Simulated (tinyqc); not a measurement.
Worked calculation: UKS/PBE0 in the sto-3g basis, for LiH+, spin multiplicity 2. One step of it, computed by the program tinyqc.

Task: Iteration 2: DIIS coefficients. Solve [B -1; -1 0][c; lambda] = [0; -1] for the coefficients, which sum to one.

B (overlaps of the stored error matrices):
```
                1               2
1   5.9044898e-02  -2.1947013e-03
2  -2.1947013e-03   3.4979473e-04
```

Give: DIIS coefficients.

Result:

DIIS coefficients: 0.0399  0.9601
